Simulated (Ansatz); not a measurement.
Relaxation of CH$_{6}$BF (9 atoms, charge 0, multiplicity 1), to a largest force component of 0.03 eV/Å in at most 50 steps.

Method: RKS PBE-D4/def2-SVP in Ansatz.

```xyz
9
Properties=species:S:1:pos:R:3
B -0.042 -0.434 -0.480
C -0.031 -0.177 2.310
H -0.929 -0.326 2.937
H 0.874 -0.488 2.862
H 0.053 0.887 2.028
H 1.068 0.068 -0.516
F -1.090 0.331 -0.786
H -0.241 -1.603 -0.282
H -0.125 -0.830 1.415
```

**Question.** Where does it end, and by what steps?

**Answer.** The run converged. The force dipped under the threshold on the way, but the program's further checks kept it going. After 33 steps the energy has fallen by 0.082 eV; H5 moved furthest, 0.76 Å.

```json
{"step": "0", "energy less start (eV)": "0.0000", "largest force component (eV/Å)": "0.423", "accepted": "yes"}
{"step": "2", "energy less start (eV)": "-0.0345", "largest force component (eV/Å)": "0.720", "accepted": "no"}
{"step": "4", "energy less start (eV)": "-0.0669", "largest force component (eV/Å)": "0.142", "accepted": "yes"}
{"step": "6", "energy less start (eV)": "-0.0711", "largest force component (eV/Å)": "0.098", "accepted": "yes"}
{"step": "8", "energy less start (eV)": "-0.0723", "largest force component (eV/Å)": "0.058", "accepted": "yes"}
{"step": "10", "energy less start (eV)": "-0.0735", "largest force component (eV/Å)": "0.189", "accepted": "yes"}
{"step": "12", "energy less start (eV)": "-0.0759", "largest force component (eV/Å)": "0.055", "accepted": "yes"}
{"step": "14", "energy less start (eV)": "-0.0743", "largest force component (eV/Å)": "0.300", "accepted": "no"}
{"step": "16", "energy less start (eV)": "-0.0782", "largest force component (eV/Å)": "0.060", "accepted": "yes"}
{"step": "18", "energy less start (eV)": "-0.0776", "largest force component (eV/Å)": "0.161", "accepted": "no"}
{"step": "20", "energy less start (eV)": "-0.0793", "largest force component (eV/Å)": "0.056", "accepted": "yes"}
{"step": "22", "energy less start (eV)": "-0.0802", "largest force component (eV/Å)": "0.073", "accepted": "yes"}
{"step": "24", "energy less start (eV)": "-0.0147", "largest force component (eV/Å)": "1.081", "accepted": "no"}
{"step": "26", "energy less start (eV)": "-0.0787", "largest force component (eV/Å)": "0.188", "accepted": "no"}
{"step": "28", "energy less start (eV)": "-0.0813", "largest force component (eV/Å)": "0.048", "accepted": "yes"}
{"step": "30", "energy less start (eV)": "-0.0815", "largest force component (eV/Å)": "0.028", "accepted": "yes"}
{"step": "32", "energy less start (eV)": "-0.0818", "largest force component (eV/Å)": "0.034", "accepted": "yes"}
{"step": "33", "energy less start (eV)": "-0.0820", "largest force component (eV/Å)": "0.003", "accepted": "yes"}
```

```xyz
9
Properties=species:S:1:pos:R:3
B 0.031 -0.413 -0.708
C -0.094 -0.214 2.473
H -0.610 -0.438 3.425
H 0.939 0.120 2.678
H -0.643 0.584 1.938
H 1.231 -0.256 -0.570
F -0.720 0.674 -0.850
H -0.527 -1.495 -0.756
H -0.069 -1.134 1.857
```

Time of the run: 46 s on 1 thread of Arm Neoverse V2, on a shared host, peak memory 0.13 GiB.
